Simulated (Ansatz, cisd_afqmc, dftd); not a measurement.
Barrier from HO (SMILES [OH], doublet) + H2 (SMILES [H][H]) to the saddle point below; all geometries are those of the HTBH38 set.
```xyz
4

O     -0.3011    -0.1080     0.0000
H     -0.4279     0.8516     0.0000
H      1.0155    -0.1004     0.0000
H      1.8210     0.1132     0.0000
```
Charge 0, spin multiplicity 2.

Property: barrier height (electronic, no zero-point energy), in kJ/mol. UHF or UKS for unpaired electrons; spin-orbit terms are left out. Cores are frozen in correlated methods. Rows without X2C or -DK are non-relativistic. AFQMC is phaseless with a CISD trial state; ± is one standard error, without the phaseless bias. Outlying blocks are dropped, and bars are widened where a walk drifts. Over all cases where full CI ran beside it in this data, AFQMC minus full CI had a median of +0.1 mEh and passed +0.4 mEh in a tenth of the cases. CBS(X,Y): correlation extrapolated as X^-3, Hartree-Fock from the larger set. A bracket is a step between two methods taken in the basis named. Functionals run without relativity, which enters their misses. Double hybrids freeze cores in their MP2 part. '+ core + X2C': CCSD(T) terms for core correlation (cc-pwCVTZ) and scalar relativity (cc-pVTZ-DK). For partners of very few electrons the exact lower level stands in for a higher one. The UHF reference of H3O (saddle point or complex, doublet) is spin-contaminated (<S^2> up to 0.04 over the pure value in the sets run).

Published benchmark value: 5.1 kcal/mol (Zhao et al., J. Phys. Chem. A 109, 2012 (2005), HTBH38), a best estimate, not a measurement.

```
level                                                                                               program  barrier height (kJ/mol)  difference against that value
--------------------------------------------------------------------------------------  -------------------  -----------------------  -----------------------------
HF/aug-cc-pVDZ                                                                                       Ansatz                     85.1                           63.8
B2PLYP-D4/def2-TZVPD                                                                         Ansatz + dftd4                     13.9                           -7.4
CCSD(T)/aug-cc-pVTZ                                                                                  Ansatz                     23.2                            1.9
CCSD(T)/aug-cc-pVQZ                                                                                  Ansatz                     22.2                            0.9
CCSDT(Q)/aug-cc-pVDZ                                                                                 Ansatz                     21.8                            0.5
CCSDT(Q)/aug-cc-pVTZ                                                                                 Ansatz                     21.9                            0.6
CCSD(T)/CBS(aug-cc-pVTZ,aug-cc-pVQZ) + [AFQMC/CISD - CCSD(T)]/aug-cc-pVTZ + core + X2C  Ansatz + cisd_afqmc               21.3 ± 0.8                            0.0
CCSD(T)/CBS(aug-cc-pVTZ,aug-cc-pVQZ) + [CCSDT(Q) - CCSD(T)]/aug-cc-pVTZ + core + X2C                 Ansatz                     19.9                           -1.4
```

Ansatz is an electronic-structure program.
